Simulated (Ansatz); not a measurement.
Born–Oppenheimer molecular dynamics of BClH₃N (6 atoms, charge 0, multiplicity 1). It starts at the highest image of a converged band. Of that band: The profile has 2 maxima (images 4, 7) with wells between them (image 5): this band takes more than one step, which may be the mechanism or a detour left from its start path. Neighbouring images differ by up to 2.3 eV, so the band resolves the path poorly. A vibrational analysis at the climbing image gives one clearly imaginary mode, 670i cm⁻¹: a first-order saddle point.

Method: RKS BLYP-D4/def2-SVP in Ansatz 0.2.0.

```json
{
 "ensemble": "NVE (velocity Verlet)",
 "time step": "0.5 fs",
 "steps asked": "200",
 "starting velocities drawn for": "300 K",
 "seed": "4751"
}
```

First frame:

```xyz
6
Properties=species:S:1:pos:R:3
B 0.051 0.588 -0.763
N 1.139 -0.173 1.434
H 0.261 -0.510 1.813
H 1.365 0.815 1.482
H 1.670 -0.760 0.798
Cl -1.604 0.039 -0.411
```

(1) How far do the bonds stretch over the last three quarters of this one trajectory? (Pairs bonded in most of those frames.)

## Answers

(1) 
```tsv
bond	mean (Å)	spread (Å)	shortest	longest
B1–Cl6	1.765	0.042	1.70	1.84
N2–H3	1.027	0.019	0.99	1.08
N2–H4	1.027	0.012	1.01	1.05
N2–H5	1.029	0.019	0.99	1.07
```

Mean temperature of the second half: 228 K. The conserved energy stayed within 0.15 meV per atom of its start (net change 0.13 meV per atom), so the integration is sound. A run of 0.1 ps of so small a system gives no equilibrium averages. The orbitals stay closed-shell, which can raise the energy where a bond breaks towards radicals; this wasn't checked here.

Run time: 4 min on 1 thread of Arm Neoverse V1, on a shared host, peak memory 0.1 GiB.
